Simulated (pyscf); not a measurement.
Thermochemistry of product channels of F–SiH(F)–F (SMILES F[SiH](F)F) + F• (SMILES [F]) on the doublet surface, in kJ/mol, from CCSD(T)/def2-TZVPP + ΔMP2(QZVPP) energies (ideal gas, 1 atm, RRHO with modes under 100 cm⁻¹ raised to 100, one conformer, R ln 2 for rigid chiral ones). Optimised with ωB97X-D3(BJ)/def2-SVP in PySCF. MP2 and CC: frozen core, UHF for open shells. ΔMP2 is the change of the MP2 total energy from the triple- to the quadruple-zeta basis.

```
products                                                  ΔE  ΔH(298 K)  ΔG(900 K)  ΔG(1200 K)
----------------------------------------------------  ------  ---------  ---------  ----------
F–Si(F)(F)–F (SMILES F[Si](F)(F)F) + H• (SMILES [H])  -253.0     -265.8     -242.2      -236.3
HF (SMILES F) + F–Si•(F)–F (SMILES F[Si](F)F)         -145.6     -144.0     -168.7      -175.9
```

These are energies of the channels, which say nothing of barriers. The CCSD(T) − MP2 part came from Ansatz, without density fitting, on the same reference. Left out: orbital degeneracy and the spin-orbit lowering of F.
